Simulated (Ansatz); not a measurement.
# Ag (Ag, fcc): the cost of one run

Computed with Ansatz 0.2.0 (DFT r2SCAN, plane waves (500 eV) with PAW, scalar-relativistic; PAW files made under PBE, frozen cores solved again for the functional, unless a step says otherwise).

### Step 1. The structure to begin with

The structure is cubic, space group Fm-3m (No. 225). The conventional cell has a = 4.086 Å, b = 4.086 Å, c = 4.086 Å, α = 90.00°, β = 90.00°, γ = 90.00°. Around Ag (site symmetry m-3m) lie 12 Ag at 2.89 Å.

Structure file:

```xyz
1
Lattice="0.0000 2.0431 2.0431 2.0431 0.0000 2.0431 2.0431 2.0431 0.0000" Properties=species:S:1:pos:R:3 pbc="T T T"
Ag    0.0000    0.0000    0.0000
```

### Step 2. Geometry optimisation

The input, input.yaml:

```yaml
crystal:
  lattice:
    - [0.0, 2.0431, 2.0431]
    - [2.0431, 0.0, 2.0431]
    - [2.0431, 2.0431, 0.0]
  atoms:
    - { symbol: Ag, position: [0.0, 0.0, 0.0] }
hamiltonian:
  xc: r2scan
  pseudopotentials:
    kind: paw
    azcp:
      Ag: "pseudopotentials/Ag.paw.azcp"
basis:
  ecutwfc: 500
  fft_grid_basis: typed
kpoints:
  mp_grid: { grid: [13, 13, 13], shift: [0, 0, 0] }
magnetization:
  spin_polarized: false
scf:
  occupations: { method: fermi_dirac, width: 0.1 }
relax:
  max_steps: 60
  f_tol: 0.01
  cell: {}
```

What time and memory should one allow on 1 thread of an x86-64 CPU, shared host?

About 15 s, with a peak of 0.56 GiB.
